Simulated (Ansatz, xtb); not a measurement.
# BHSSi: 3 structures ranked

3 gas-phase structures of BHSSi, found in a search over its isomers (lower ones may exist). Each was relaxed with GFN2-xTB:

A. `[SiH]B=S`, a triplet
B. a singlet given by its coordinates
C. `[SiH]B=S`, a singlet

B (Å):

```tsv
atom	x (Å)	y (Å)	z (Å)
B	-0.1681	-0.7077	0.2616
S	-0.7855	-0.0106	1.7550
Si	0.4791	1.1234	0.2245
H	-0.3159	-1.7960	-0.1313
```

Close contacts (Å): B1–S2 1.76, B1–Si3 1.94, S2–Si3 2.29, B1–H4 1.17.

Problem. Estimate their order in r2SCAN-D4/def2-SVP energy at these geometries, lowest first.

Solution. Calculated order at r2SCAN-D4/def2-SVP: B (0.0), C (25.2), A (33.9) kcal/mol.

Energies above the lowest of each column, in kcal/mol; the last columns are at PBE0-D3(BJ)/pcseg-1 geometries and were run for some of them only (a dash: not run or not comparable):

| structure | GFN2-xTB | HF/STO-3G | r2SCAN-D4/def2-SVP | PBE0-D3(BJ)/pcseg-1 | CCSD(T)/def2-TZVPP |
| --- | --- | --- | --- | --- | --- |
| B | 0.0 | 0.0 | 0.0 | 0.0 | 0.0 |
| C | 10.6 | 24.0 | 25.2 | 21.4 | 20.2 |
| A | – | 45.4 | 33.9 | – | – |

Every level run on B puts it lowest or level with the lowest. Flexible structures stand in one conformer each, not always the lowest. Frequencies (PBE0-D3(BJ)/pcseg-1) were run for B, C alone. GFN2-xTB has no spin polarisation and isn't compared across spin states. Open shells are spin-unrestricted, some with notable spin contamination. Large T1 diagnostics make some coupled-cluster values less sure.

Programs: Ansatz 0.2.0, xtb 6.7.1.
